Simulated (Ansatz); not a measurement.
Species: HF, charge 1, multiplicity 2. 
Structure (B3LYP-D3(BJ)/def2-TZVP (Ansatz, a first-principles code) minimum search):
```
F
H 1 1.0165
```
Charge +1, spin multiplicity 2.

Basis-set convergence of Hartree-Fock and MP2 correlation energies (hartree) with Ansatz. Valence correlation only, unless marked. Open shells are spin-unrestricted. Spin-orbit coupling is left out. No relativistic terms.

| basis | functions | E(HF) | E(corr, MP2) |
|---|---|---|---|
| def2-SVPD | 31 | -99.41376 | -0.15011 |
| def2-TZVPPD | 57 | -99.54229 | -0.20244 |
| def2-QZVPPD | 99 | -99.54659 | -0.22287 |

Extrapolating the two largest sets (X = 3 and 4) as X^-3: E(corr) = (64·(-0.22287) - 27·(-0.20244))/37 = -0.2378 Eh, an estimate of the basis-set limit. The largest set recovers 93.7 % of it, the smallest 63.1 %.
